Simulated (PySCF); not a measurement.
# CH4O: the cost of one run

The runs use PySCF 2.14.0, with density-fitted response routines of our own; the level of theory stands in each step. All values are computed, except where a source is named. Atoms count from 0, in the outputs and in this text.

### 1 Starting geometry

6 atoms, charge 0, multiplicity 1; geometry from: MMFF94s. The atoms were then displaced at random by about 0.03 Å, so the start is not that level's minimum.

Bonds of the start (Å): C0–O1 1.33, C0–H2 1.07, C0–H3 1.03, C0–H4 1.17, O1–H5 0.99.

### 2 Optimising the geometry at PBE0-D3(BJ)/def2-SVP

What the job is given:

```
{"job": {"xc": "PBE0", "basis": "def2-SVP", "d3": "d3bj", "grid": 1, "shake": 0.03, "kind": "geom"}, "charge": 0, "multiplicity": 1}
C     -0.309870    -0.078910     0.021940
O      0.895840    -0.452940    -0.402850
H     -0.528160    -0.115180     1.066760
H     -1.028270    -0.610230    -0.493980
H     -0.517690     1.022640    -0.310650
H      1.551270     0.138610     0.049520
```

Run with:

```bash
OMP_NUM_THREADS=1 python probes_run.py task.json out
```

One launch serves the whole session: the jobs run in the order shown.

**Question.** How long does this first job take on 1 thread of Arm Neoverse N1, shared host, and how much memory does it need?

About 6.7 s, with a peak of 0.26 GiB.
